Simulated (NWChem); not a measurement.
**NOF (nitrosyl fluoride) at wB97X/jorge-TZP-DKH (DKH3)**

What is the energy difference between two shapes of NOF (nitrosyl fluoride) at wB97X/jorge-TZP-DKH (DKH3)? 

Program for the calculation: NWChem 7.3.0.

## Step 1: Starting point

NOF has 3 atoms, charge 0, and is taken as a singlet. SMILES: `O=NF`. The shape is that of a GFN2-xTB optimisation.

Bond lengths: O1–N2 1.139 Å, N2–F3 1.492 Å. Angles: O1–N2–F3 111.3°.

## Step 2: The energy at wB97X/jorge-TZP-DKH (DKH3)

run.nw

```
start run
memory stack 880 mb heap 220 mb global 1100 mb
geometry units angstroms noautosym nocenter noautoz
  O     0.881240    0.243070    0.511850
  N     0.147270   -0.481640    0.029090
  F    -1.028520    0.238580   -0.540950
end
basis spherical bse
  O library jorge-TZP-DKH
  N library jorge-TZP-DKH
  F library jorge-TZP-DKH
end
relativistic
  douglas-kroll dk3
end
dft
  xc wb97x
  grid medium
  convergence energy 1e-06
  noprint "final vectors analysis"
end
task dft energy
```

Started as:

```
nwchem run.nw > run.out
```

Output:

```text
[...]
          Wavefunction type:  closed shell.
          No. of atoms     :     3
          No. of electrons :    24
[...]
          Charge           :     0
          Spin multiplicity:     1
[...]
          AO basis - number of functions:    93
[...]
              XC Information
              --------------
                       wb97x  Method XC Functional
                     Hartree-Fock (Exact) Exchange  1.000
                         wb97x Exchange Functional  1.000
                      wb97x Correlation Functional  1.000
[...]
 d= 0,ls=0.0,diis     1   -229.7666878738 -2.96D+02  1.10D-02  1.86D+00    10.6
[...]
 d= 0,ls=0.0,diis    10   -229.9214891821 -4.18D-07  2.24D-06  2.17D-08    67.6
         Total DFT energy =     -229.921489182064
      One electron energy =     -447.174196676414
           Coulomb energy =      177.190897688644
    Exchange-Corr. energy =      -25.774926987531
 Nuclear repulsion energy =       65.836736793238
[...]
```

Run time: 69 s. Hardware: 1 thread of AMD EPYC 7R13 (Zen 3), shared host; peak memory 0.11 GiB.

## Step 3: The distorted shape at the same level

mymol.nw

```
echo
start mymol
memory 2200 mb

geometry units angstroms noautosym nocenter
  zmatrix
    O
    N 1 1.113451
    F 2 1.516972 1 112.53476
  end
end

basis spherical bse
  * library jorge-TZP-DKH
end

relativistic
  douglas-kroll dk3
end

dft
  xc wb97x
  grid medium
  convergence energy 1e-06
  print medium
end

task dft energy
```

Started as:

```
nwchem mymol.nw > mymol.out
```

Output:

```text
[...]
          Wavefunction type:  closed shell.
          No. of atoms     :     3
          No. of electrons :    24
[...]
          Charge           :     0
          Spin multiplicity:     1
[...]
          AO basis - number of functions:    93
[...]
              XC Information
              --------------
                       wb97x  Method XC Functional
                     Hartree-Fock (Exact) Exchange  1.000
                         wb97x Exchange Functional  1.000
                      wb97x Correlation Functional  1.000
[...]
 d= 0,ls=0.0,diis     1   -229.7669684413 -2.96D+02  1.16D-02  1.84D+00     9.3
[...]
 d= 0,ls=0.0,diis    10   -229.9210768553 -5.04D-07  2.10D-06  2.86D-08    64.2
         Total DFT energy =     -229.921076855320
      One electron energy =     -447.311459463764
           Coulomb energy =      177.266968682375
    Exchange-Corr. energy =      -25.794205334523
 Nuclear repulsion energy =       65.917619260592
[...]
```

Wall time 65 s (1 thread of AMD EPYC 7R13 (Zen 3), shared host); peak memory 0.11 GiB.

## Step 4: What came out

Level: wB97X/jorge-TZP-DKH (DKH3).

| quantity | value |
| --- | --- |
| first shape: total energy | -229.92149 Eh |
| first shape: dipole moment | 1.47 D |
| distorted shape: total energy | -229.92108 Eh |
| distorted shape: dipole moment | 1.80 D |
| distorted shape: HOMO energy | -12.12 eV |
| distorted shape: LUMO energy | -0.69 eV |
| distorted shape: HOMO–LUMO gap | 11.43 eV |
| energy change with the atoms displaced | 0.011 eV |

In words: With the atoms displaced the energy rises by 0.01 eV (1.1 kJ/mol). The first shape isn't relaxed at this level, so the change isn't measured from a minimum.
